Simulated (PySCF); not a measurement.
# C2F3N (trifluoromethylisocyanide) at 5 levels

Aim: a comparison of 5 runs (HF/def2-SVP, PBE0/def2-SVP, B3LYP/6-31G*, MP2/cc-pVDZ, MP2/pcseg-1) of C2F3N (trifluoromethylisocyanide). Input form: a Python script.

The calculation is run with PySCF 2.14.0.

## 1. Starting point

C2F3N: 6 atoms, total charge 0, spin state singlet. SMILES: `[C-]#[N+]C(F)(F)F`. Geometry: relaxed at PBE0-D4/def2-TZVP.

Bond lengths: C1–N2 1.169 Å, N2–C3 1.402 Å, C3–F4 1.323 Å, C3–F5 1.323 Å, C3–F6 1.323 Å. Angles: C1–N2–C3 180.0°, N2–C3–F4 110.1°, N2–C3–F5 110.1°, N2–C3–F6 110.1°, F4–C3–F5 108.8°, F4–C3–F6 108.8°, F5–C3–F6 108.8°.

## 2. Energy and gradient at HF/def2-SVP (run 1)

Contents of run.py:

```python
# [C-]#[N+]C(F)(F)F
import pyscf.grad
from pyscf import gto, scf

mol = gto.M(
    atom='''
C    0.847870  -1.738560   0.906050
N    0.383970  -0.786810   0.410270
C   -0.172600   0.353950  -0.184440
F   -1.291150   0.037040  -0.816420
F    0.677790   0.873500  -1.054990
F   -0.445880   1.260880   0.739530
''',
    verbose=3,
    basis='def2-svp',
    max_memory=1860,
)

mf = scf.RHF(mol)
mf.conv_tol = 1e-10
mf.kernel()
if not mf.converged:
    mf = mf.newton().run(mf.mo_coeff, mf.mo_occ)

e_final = mf.e_tot
print('E(%s) = %.9f' % ('HF', e_final))
grad = mf.Gradients().kernel()
mf.analyze()
```

On the command line:

```bash
$ OMP_NUM_THREADS=1 python run.py
```

Standard output:

```text
converged SCF energy = -428.125511214894
[... 24 lines left out ...]
MO #14  energy= -0.880333016727393 occ= 2
[... 13 lines left out ...]
MO #28  energy= 0.399930595717862  occ= 0
[... 13 lines left out ...]
MO #42  energy= 1.33535202808826   occ= 0
[... 13 lines left out ...]
MO #56  energy= 2.01361245958226   occ= 0
[... 13 lines left out ...]
MO #70  energy= 3.3709154377852    occ= 0
[... 13 lines left out ...]
MO #84  energy= 4.23949371328344   occ= 0
[... 7 lines left out ...]
Dipole moment(X, Y, Z, Debye): -0.19559,  0.40140, -0.20896
```

It took 4.5 s on 1 thread of Arm Neoverse V1, shared host; peak memory 0.17 GiB.

## 3. Energy and gradient at PBE0/def2-SVP (run 2)

Contents of run.py:

```python
from pyscf import gto, dft

mol = gto.M(
    atom='''
C    0.847870  -1.738560   0.906050
N    0.383970  -0.786810   0.410270
C   -0.172600   0.353950  -0.184440
F   -1.291150   0.037040  -0.816420
F    0.677790   0.873500  -1.054990
F   -0.445880   1.260880   0.739530
''',
    verbose=4,
    max_memory=1860,
    charge=0,
    basis='def2-svp',
)

mf = dft.RKS(mol, xc='pbe0')
mf.grids.level = 5
mf.conv_tol = 1e-10
mf.kernel()
if not mf.converged:
    mf = mf.newton().run(mf.mo_coeff, mf.mo_occ)

energy = mf.e_tot
print('Final energy', energy)
grad = mf.nuc_grad_method().kernel()
mf.analyze()
```

On the command line:

```bash
$ OMP_NUM_THREADS=1 python run.py
```

Standard output:

```text
PySCF version 2.14.0

[... 100 lines left out ...]
MO #4   energy= -14.4733694023323  occ= 2
[... 15 lines left out ...]
MO #20  energy= -0.466039299755968 occ= 2
[... 15 lines left out ...]
MO #36  energy= 0.549530739753207  occ= 0
[... 15 lines left out ...]
MO #52  energy= 1.47358084404971   occ= 0
[... 15 lines left out ...]
MO #68  energy= 2.79426951414918   occ= 0
[... 15 lines left out ...]
MO #84  energy= 3.83320681441296   occ= 0
[... 93 lines left out ...]
Dipole moment(X, Y, Z, Debye): -0.43963,  0.90192, -0.46977
```

Run time: 23 s. Hardware: 1 thread of Arm Neoverse V1, shared host; peak memory 0.82 GiB.

Runs 3 to 4 aren't shown in full; the table further down has their settings and results.

## 4. Energy and forces at MP2/pcseg-1 (run 5)

Contents of start.xyz:

```xyz
6
C2F3N
C      0.847870    -1.738560     0.906050
N      0.383970    -0.786810     0.410270
C     -0.172600     0.353950    -0.184440
F     -1.291150     0.037040    -0.816420
F      0.677790     0.873500    -1.054990
F     -0.445880     1.260880     0.739530
```

Contents of input.py:

```python
from pyscf import gto, scf, mp

system = gto.M(
    atom='start.xyz',
    verbose=4,
    basis='pcseg-1',
    max_memory=1860,
    charge=0,
)

mf = scf.RHF(system)
mf.conv_tol = 1e-10
mf.kernel()
if not mf.converged:
    mf = mf.newton().run(mf.mo_coeff, mf.mo_occ)

pt = mp.MP2(mf, frozen=6).run()
energy = pt.e_tot
print('E = %.10f Eh' % energy)
grad = pt.nuc_grad_method().kernel()
mf.analyze()
```

On the command line:

```bash
$ OMP_NUM_THREADS=1 python input.py
```

Standard output:

```text
PySCF version 2.14.0

[... 93 lines left out ...]
MO #4   energy= -15.6337975713004  occ= 2
[... 15 lines left out ...]
MO #20  energy= -0.6920500456004   occ= 2
[... 15 lines left out ...]
MO #36  energy= 0.680601840011588  occ= 0
[... 15 lines left out ...]
MO #52  energy= 1.62663518779036   occ= 0
[... 15 lines left out ...]
MO #68  energy= 2.71537665338134   occ= 0
[... 15 lines left out ...]
MO #84  energy= 3.85513752712825   occ= 0
[... 93 lines left out ...]
Dipole moment(X, Y, Z, Debye): -0.12981,  0.26633, -0.13866
```

It took 9.3 s on 1 thread of Arm Neoverse V1, shared host; peak memory 0.43 GiB.

## 5. Overview of the runs

```tsv
run	level	integration grid	Cartesian functions	energy (Eh)	dipole moment (D) of the reference	HOMO energy (eV)	LUMO energy (eV)	wall time
1	HF/def2-SVP	–	no	-428.125511	0.49	-14.21	3.64	4.5 s
2	PBE0/def2-SVP	5	no	-429.678828	1.11	-9.76	-0.67	23 s
3	B3LYP/6-31G* (Cartesian functions)	5	yes	-430.422941	1.13	-9.25	-0.54	37 s
4	MP2/cc-pVDZ	–	no	-429.433556	0.53	-14.19	3.81	9.9 s
5	MP2/pcseg-1	–	no	-429.276719	0.33	-14.42	3.47	9.3 s
```

## 6. What came out

```
                                          quantity          value
                               run 5: total energy  -429.27672 Eh
       run 5: dipole moment (Hartree–Fock density)         0.33 D
        run 5: HOMO energy (Hartree–Fock orbitals)      -14.42 eV
        run 5: LUMO energy (Hartree–Fock orbitals)        3.47 eV
      run 5: HOMO–LUMO gap (Hartree–Fock orbitals)       17.89 eV
run 5: correlation energy (6 core orbitals frozen)     -934.4 mEh
                   run 5: largest force on an atom     2.144 eV/Å
```

What this shows: Over runs 1, 2, 3 the dipole moment (its size) runs from 0.49 D (HF/def2-SVP) to 1.13 D (B3LYP/6-31G*). The two ends differ in method and basis. Over runs 1, 2, 3 the HOMO–LUMO gap runs from 8.71 eV (B3LYP/6-31G*) to 17.85 eV (HF/def2-SVP). Totals of different functionals can't be ranked against each other. All runs together took 84 s, the longest 37 s.
